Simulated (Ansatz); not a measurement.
## Pulling the pair apart

The pair of H₃O⁺ (SMILES [OH3+], atoms 1–4) and H₂O₂ (SMILES OO, atoms 5–8), both closed shells, in one local arrangement (a lower one may exist), relaxed at PBE0-D4/def2-TZVP:

O1  (-0.085, -0.335, -1.459)
H2  (0.809, -0.122, -1.762)
H3  (-0.742, 0.084, -2.034)
H4  (-0.263, -0.247, -0.328)
O5  (-0.431, -0.134, 0.916)
O6  (0.761, 0.499, 1.357)
H7  (-0.457, -0.973, 1.411)
H8  (0.409, 1.226, 1.898)
(Å)

H₂O₂ is shifted rigidly along the line between the mean atom positions of the two fragments (negative: closer). Counterpoise interaction energies in kJ/mol. Program: Ansatz 0.2.0. Basis: def2-TZVPPD. Cores are frozen in the correlated methods. B3LYP uses VWN-RPA correlation.

| shift (Å) | B3LYP-D4 | r2SCAN-D4 | PBE0-D4 |
| --- | --- | --- | --- |
| -0.13 | -171.1 | -179.3 | -179.1 |
| -0.06 | -180.0 | -187.7 | -187.0 |
| 0.00 | -183.2 | -190.3 | -189.3 |
| 0.06 | -182.4 | -188.8 | -187.5 |
| 0.15 | -176.8 | -182.2 | -180.7 |
| 0.32 | -159.2 | -162.9 | -161.3 |
| 0.63 | -120.2 | -121.5 | -120.3 |
| 1.26 | -65.2 | -65.3 | -64.8 |

(1) What does CCSD(T) give at these shifts? (To be estimated.)

The T1 diagnostic stays at or below 0.012.

Results:

(1) Computed: -164.5, -172.9, -175.6, -174.4, -168.4, -150.5, -112.4, -61.2 kJ/mol. For zero shift, CCSD(T) at an estimated basis limit (MP2 extrapolated from triple and quadruple zeta, plus CCSD(T) − MP2 in triple zeta) gives -179.9 kJ/mol. These are counterpoise interaction energies, counted from the two frozen fragments.

For scale, one of the runs: CCSD(T)/def2-TZVPPD, 205 basis functions, launched by `ansatz run in.yaml --threads 2 --pin off --events-out ev --progress --plain --max-ram 5222MiB`. Hardware: 2 CPU threads, shared host. Wall time 27 s; peak host memory 2.8 GiB.
